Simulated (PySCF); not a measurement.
# C6H12 (methylcyclopentane) at 5 levels

We compute a comparison of 5 runs (HF/STO-3G, B2PLYP/6-31G*, CAM-B3LYP/6-31G*, PBE0/6-31G*, wB97X/6-31G*) of C6H12 (methylcyclopentane). The job is set up through a Python script.

The results are computed with PySCF 2.14.0.

1 further run of the same task is left out (set aside as unsound or not needed).

### Step 1. The structure to begin with

C6H12: 18 atoms, total charge 0, spin state singlet. SMILES: `CC1CCCC1`. The C1–H9 distance was set to 1.958 Å, away from the relaxed value. At this shape a bond of the SMILES string is far longer than usual.

Some bond lengths: C1–C2 1.521 Å, C2–C3 1.530 Å, C3–C4 1.532 Å, C4–C5 1.542 Å, C2–C6 1.530 Å, C5–C6 1.533 Å, C1–H7 1.089 Å, C1–H8 1.088 Å, C2–H10 1.095 Å, C3–H11 1.092 Å, C3–H12 1.089 Å, C4–H13 1.090 Å, C4–H14 1.089 Å, C5–H15 1.090 Å, C5–H16 1.089 Å, C6–H17 1.090 Å. Some angles: C1–C2–C3 113.6°, C1–C2–C6 113.6°, C3–C2–C6 102.1°, C2–C3–C4 104.4°, C3–C4–C5 105.8°, C4–C5–C6 105.9°, C2–C6–C5 104.5°, C1–C2–H10 109.2°, C3–C2–H10 109.0°, C6–C2–H10 109.0°.

### Step 2. A single-point energy at HF/STO-3G (run 1)

input.py reads:

```python
from pyscf import gto, scf

mol = gto.M(
    atom='''
C    1.084618  -1.458218  -0.603635
C    0.560988  -0.032278  -0.523685
C    0.311228   0.605842  -1.891285
C   -0.597352   1.803242  -1.593815
C   -1.333392   1.457902  -0.283645
C   -0.813042   0.079572   0.139275
H    0.387708  -2.090628  -1.150725
H    2.044648  -1.484028  -1.114695
H    1.318910  -2.206150   1.190980
H    1.276368   0.583342   0.031875
H   -0.206582  -0.111458  -2.530965
H    1.233798   0.900982  -2.389805
H    0.001078   2.705222  -1.462525
H   -1.292832   1.986302  -2.412065
H   -1.104552   2.198292   0.483335
H   -2.414362   1.448062  -0.418595
H   -0.764532  -0.029258   1.222255
H   -1.462952  -0.705578  -0.251905
''',
    max_memory=1860,
    spin=0,
    basis='sto-3g',
    verbose=3,
)

mf = scf.RHF(mol)
mf.conv_tol = 1e-10
mf.kernel()
if not mf.converged:
    mf = mf.newton().run(mf.mo_coeff, mf.mo_occ)

energy = mf.e_tot
print('E(%s) = %.9f' % ('HF', energy))
```

Started as:

```bash
$ OMP_NUM_THREADS=1 python input.py
```

The log of the run:

```text
converged SCF energy = -231.254407243842
E(HF) = -231.254407244
```

Wall time 0.99 s (1 thread of Intel Xeon at 2.70GHz, shared host); peak memory 0.1 GiB.

### Step 3. A single-point energy at B2PLYP/6-31G(d) (spherical functions) (run 2)

run.py reads:

```python
from pyscf import gto, dft, mp

system = gto.Mole()
system.atom = '''
C      2.049631    -2.755633    -1.140705
C      1.060114    -0.060997    -0.989621
C      0.588136     1.144875    -3.574011
C     -1.128832     3.407634    -3.011874
C     -2.519746     2.755035    -0.536011
C     -1.536427     0.150369     0.263192
H      0.732662    -3.950714    -2.174555
H      3.863825    -2.804406    -2.106468
H      2.492379    -4.169019     2.250626
H      2.411986     1.102357     0.060235
H     -0.390383    -0.210625    -4.782831
H      2.331540     1.702609    -4.516077
H      0.002037     5.112129    -2.763772
H     -2.443098     3.753567    -4.558142
H     -2.087301     4.154170     0.913371
H     -4.562483     2.736441    -0.791030
H     -1.444756    -0.055290     2.309727
H     -2.764579    -1.333349    -0.476031
'''
system.basis = '6-31g*'
system.max_memory = 1860
system.charge = 0
system.unit = 'bohr'
system.verbose = 4
system.build()

myscf = dft.RKS(system, xc='0.53*HF + 0.47*B88, 0.73*LYP')
myscf.grids.level = 5
myscf.conv_tol = 1e-10
myscf.kernel()
if not myscf.converged:
    myscf = myscf.newton().run(myscf.mo_coeff, myscf.mo_occ)

pt = mp.MP2(myscf, frozen=6).run()
e_final = myscf.e_tot + 0.27 * pt.e_corr
print('PT2 part  %.8f' % (0.27 * pt.e_corr))
print('E = %.10f Eh' % e_final)
```

Started as:

```bash
$ OMP_NUM_THREADS=1 python run.py
```

The log of the run:

```text
PySCF version 2.14.0

[... 88 lines left out ...]
converged SCF energy = -235.164527655096
[... 1 line left out ...]
******** <class 'pyscf.mp.mp2.RMP2'> ********
nocc = 18, nmo = 102
frozen orbitals 6
E(RMP2) = -236.139477429435  E_corr = -0.974949774338759
E(SCS-RMP2) = -236.134717308772  E_corr = -0.970189653675462
E_corr(same-spin) = -0.230480856381979
E_corr(oppo-spin) = -0.744468917956779
PT2 part  -0.26323644
E = -235.4277640942 Eh
```

Run time: 36 s. Hardware: 1 thread of Intel Xeon at 2.70GHz, shared host; peak memory 0.59 GiB.

Runs 3 to 4 aren't shown in full; the table further down has their settings and results.

### Step 4. A single-point energy at wB97X/6-31G(d) (spherical functions) (run 5)

run.py reads:

```python
from pyscf import gto, dft

mol = gto.M(
    atom=[
    ('C', (1.084618, -1.458218, -0.603635)),
    ('C', (0.560988, -0.032278, -0.523685)),
    ('C', (0.311228, 0.605842, -1.891285)),
    ('C', (-0.597352, 1.803242, -1.593815)),
    ('C', (-1.333392, 1.457902, -0.283645)),
    ('C', (-0.813042, 0.079572, 0.139275)),
    ('H', (0.387708, -2.090628, -1.150725)),
    ('H', (2.044648, -1.484028, -1.114695)),
    ('H', (1.318910, -2.206150, 1.190980)),
    ('H', (1.276368, 0.583342, 0.031875)),
    ('H', (-0.206582, -0.111458, -2.530965)),
    ('H', (1.233798, 0.900982, -2.389805)),
    ('H', (0.001078, 2.705222, -1.462525)),
    ('H', (-1.292832, 1.986302, -2.412065)),
    ('H', (-1.104552, 2.198292, 0.483335)),
    ('H', (-2.414362, 1.448062, -0.418595)),
    ('H', (-0.764532, -0.029258, 1.222255)),
    ('H', (-1.462952, -0.705578, -0.251905)),
],
    basis='6-31g*',
    max_memory=1860,
    verbose=3,
)

myscf = dft.RKS(mol, xc='wb97x')
myscf.conv_tol = 1e-10
myscf.grids.level = 5
myscf.kernel()
if not myscf.converged:
    myscf = myscf.newton().run(myscf.mo_coeff, myscf.mo_occ)

e_tot = myscf.e_tot
print('E = %.10f Eh' % e_tot)
```

Started as:

```bash
$ OMP_NUM_THREADS=1 python run.py
```

The log of the run:

```text
converged SCF energy = -235.679944401474
E = -235.6799444015 Eh
```

It took 67 s on 1 thread of Intel Xeon at 2.70GHz, shared host; peak memory 0.59 GiB.

### Step 5. The series

| run | level | frozen core orbitals | integration grid | energy (Eh) | dipole moment (D) | HOMO energy (eV) | LUMO energy (eV) | wall time |
| --- | --- | --- | --- | --- | --- | --- | --- | --- |
| 1 | HF/STO-3G | – | – | -231.254407 | 0.78 | -7.71 | 6.06 | 0.99 s |
| 2 | B2PLYP/6-31G* (spherical functions) | 6 | 5 | -235.427764 | 1.58 | -8.16 | 0.43 | 36 s |
| 3 | CAM-B3LYP/6-31G* (spherical functions) | – | 5 | -235.589454 | 1.43 | -8.57 | 0.20 | 71 s |
| 4 | PBE0/6-31G* (spherical functions) | – | 5 | -235.451117 | 1.43 | -7.29 | -0.98 | 42 s |
| 5 | wB97X/6-31G* (spherical functions) | – | 5 | -235.679944 | 1.43 | -9.61 | 1.20 | 67 s |

### Step 6. What came out

```
            quantity          value
 run 5: total energy  -235.67994 Eh
run 5: dipole moment         1.43 D
  run 5: HOMO energy       -9.61 eV
  run 5: LUMO energy        1.20 eV
run 5: HOMO–LUMO gap       10.81 eV
```

What this shows: The dipole moment (its size) runs from 0.78 D (HF/STO-3G) to 1.58 D (B2PLYP/6-31G*). The two ends differ in method and basis. A double hybrid's value is that of its SCF part. The HOMO–LUMO gap runs from 6.31 eV (PBE0/6-31G*) to 13.77 eV (HF/STO-3G). Totals of different functionals can't be ranked against each other. In run 1 the basis is minimal, so the values are rough. In runs 1, 2, 3, 4, 5 a closed-shell determinant meets a far-stretched bond, which it describes badly. All runs together took 3.6 min, the longest 71 s.
